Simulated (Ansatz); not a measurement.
The input, for Ansatz 0.2.0:

```yaml
crystal:
  periodic: [false, false, false]
  atoms:
    - {symbol: N, position_ang: [0.000000, 0.000000, 0.000000]}
    - {symbol: H, position_ang: [0.000000, 0.000000, 2.330000]}
basis:
  gaussian: {orbitals: aug-cc-pVDZ}
magnetization: {spin_polarized: false, initial_magnetization: 2}
correlation: {method: fic_mrcisd_q, electrons: outside_noble_gas, active_space: {window: {electrons: 6, orbitals: 5}, shells: [{species: H, l: s, shell: 1}, {species: "N", l: s, shell: 2}, {species: "N", l: p, shell: 2}]}}
```

```sh
$ ansatz run in.yaml --threads 1 --pin off --events-out ev --progress --plain --max-ram 2393MiB
```

The program prints:

```
515 factors; integrals over basis functions are off by at most 1.8e-7 eV
mean field evaluation 1: about -1488.8898 eV, gradient 7.7e0 eV
mean field evaluation 2: about -1488.8898 eV, gradient 7.7e0 eV
mean field evaluation 4: about -1489.7361 eV, gradient 1.4e0 eV
mean field evaluation 8: about -1489.7521 eV, gradient 1.6e-4 eV
mean field evaluation 16: about -1489.7183 eV, gradient 5.2e-1 eV
mean field evaluation 32: about -1487.8149 eV, gradient 7.5e0 eV
mean field evaluation 64: about -1489.7222 eV, gradient 1.9e-6 eV
mean field evaluation 96: about -1489.6480 eV, gradient 2.5e-1 eV
mean field evaluation 128: about -1489.8898 eV, gradient 4.1e-2 eV
mean field evaluation 160: about -1489.6418 eV, gradient 9.9e-5 eV
mean field evaluation 192: about -1489.7519 eV, gradient 1.4e-1 eV
mean field -1489.89057818 eV, -54.7524688641 hartree, gradient 3.8e-6 eV, S^2 2.000000; 15 other end points of the search recorded, 0 dependent functions left out
reference -1489.89057818 eV, -54.7524688641 hartree; 5, 3 occupied and 27, 29 virtual orbitals, 515 factors
state -1493.70197095 eV, -54.8925349649 hartree
contracted CI cycle   1: correlation 0.00000000 eV, 0.0000000000 hartree, residual 1.45e1 eV
contracted CI cycle   2: correlation -2.59150494 eV, -0.0952360500 hartree, residual 1.77e0 eV
contracted CI cycle   3: correlation -2.63282891 eV, -0.0967546779 hartree, residual 3.28e-1 eV
contracted CI cycle   4: correlation -2.63488685 eV, -0.0968303059 hartree, residual 1.04e-1 eV
contracted CI cycle   5: correlation -2.63506425 eV, -0.0968368251 hartree, residual 2.18e-2 eV
contracted CI cycle   6: correlation -2.63507166 eV, -0.0968370974 hartree, residual 4.58e-3 eV
contracted CI cycle   7: correlation -2.63507195 eV, -0.0968371079 hartree, residual 8.04e-4 eV
contracted CI cycle   8: correlation -2.63507196 eV, -0.0968371083 hartree, residual 2.02e-4 eV
state -1493.70197095 eV, -54.8925349649 hartree; corrected -1496.44192352 eV, -54.9932263647 hartree
Total energy: -1496.44192352 eV, -54.9932263647 hartree
Checks for a lower state left out: starts, orbital_swaps
```

Natural occupations: 1.9996 1.3139 1.0000 1.0000 0.6865.

For the same geometry and basis full CI lies 22.9 meV higher.

Ran on 1 thread of Arm Neoverse N1, shared host: 1.3 s wall, 0.13 GiB peak host memory.
